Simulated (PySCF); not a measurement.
C₆H₆. Atoms are numbered in the order given.

```xyz
12

C     -1.3993     0.0000     0.0000
C     -0.6997    -1.2119     0.0000
C      0.6997    -1.2119     0.0000
C      1.3993     0.0000     0.0000
C      0.6997     1.2119     0.0000
C     -0.6997     1.2119     0.0000
H     -2.4921     0.0000     0.0000
H     -1.2461    -2.1582     0.0000
H      1.2461    -2.1582     0.0000
H      2.4921     0.0000     0.0000
H      1.2461     2.1582     0.0000
H     -1.2461     2.1582     0.0000
```
Charge 0, spin multiplicity 1.

Geometry: TPSSh-D3(BJ)/def2-SVP.

These are PBE/def2-TZVP run with PySCF values and carry that method's errors.

ESP charges are fitted to the potential on shells at 1.4 to 2.0 van der Waals radii. Atomic charges (e):

```tsv
atom	ESP fit	Mulliken	meta-Löwdin
C1	-0.11	-0.10	[?]
C2	-0.14	-0.10	[?]
C3	-0.14	-0.10	[?]
C4	-0.11	-0.10	[?]
C5	-0.14	-0.10	[?]
C6	-0.14	-0.10	[?]
H7	0.12	0.10	[?]
H8	0.13	0.10	[?]
H9	0.13	0.10	[?]
H10	0.12	0.10	[?]
H11	0.13	0.10	[?]
H12	0.13	0.10	[?]
```

Task: What belongs in the gaps? (The exact figures need the calculation; the answer reports its results.)

Result: 
- C1, meta-Löwdin: -0.12
- C2, meta-Löwdin: -0.12
- C3, meta-Löwdin: -0.12
- C4, meta-Löwdin: -0.12
- C5, meta-Löwdin: -0.12
- C6, meta-Löwdin: -0.12
- H7, meta-Löwdin: 0.12
- H8, meta-Löwdin: 0.12
- H9, meta-Löwdin: 0.12
- H10, meta-Löwdin: 0.12
- H11, meta-Löwdin: 0.12
- H12, meta-Löwdin: 0.12

Task: Give the Mayer and Wiberg (Löwdin basis) orders of the bonds. (Estimate from the structure and the level; the computed values follow.)

Result: 
| bond | Mayer | Wiberg |
|---|---|---|
| C1–C2 | 1.42 | 1.59 |
| C2–C3 | 1.42 | 1.59 |
| C3–C4 | 1.42 | 1.59 |
| C4–C5 | 1.42 | 1.59 |
| C1–C6 | 1.42 | 1.59 |
| C5–C6 | 1.42 | 1.59 |
| C1–H7 | 0.96 | 0.83 |
| C2–H8 | 0.96 | 0.83 |
| C3–H9 | 0.96 | 0.83 |
| C4–H10 | 0.96 | 0.83 |
| C5–H11 | 0.96 | 0.83 |
| C6–H12 | 0.96 | 0.83 |
